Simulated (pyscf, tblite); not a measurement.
`[CH3][CH2][SiH3]` + `[H]` [doublet] -> `[CH3][CH2][SiH2]` [doublet] + `[H][H]`: energy along the mass-weighted descent from the GFN2-xTB with spin polarisation saddle (tblite), relative to the relaxed reactant side, a complex of the molecules.

```csv
s (amu^1/2 bohr),E (kcal/mol)
-1.51,0.2
-1.37,0.4
-1.19,0.7
-0.840,1.4
0.240,8.2
0.435,8.0
0.643,7.7
0.819,7.5
0.994,7.4
1.08,7.4
1.20,7.3
```

The GFN2-xTB with spin polarisation barrier from the reactant side is 8.6 kcal/mol. What does ωB97X-D3(BJ) (PySCF) give from its own reactant-side minimum, in def2-SVP and in def2-TZVP?

4.4 kcal/mol in the double-zeta basis after reoptimising the saddle, and 4.7 kcal/mol in the triple-zeta single point, so the tight-binding barrier lies 3.9 kcal/mol over the latter. The imaginary mode goes from 918i to 960i cm⁻¹.
